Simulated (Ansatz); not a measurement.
Input for Ansatz (development build ahead of 0.2.0):

```yaml
crystal:
  periodic: [false, false, false]
  atoms:
    - { symbol: S, position_ang: [0.00718, 0.00461, -0.07444] }
    - { symbol: H, position_ang: [0.00281, 0.00367, 1.28321] }
basis:
  gaussian: { orbitals: cc-pVDZ }
magnetization:
  spin_polarized: true
  initial_magnetization: 1
hamiltonian:
  xc: hf
```

The input is written out in the form of the current development build from the run's settings.

Output:

```yaml
Converged: yes
Total_energy: -398.08886 hartree
Spin_squared_of_the_determinant: 0.759
```
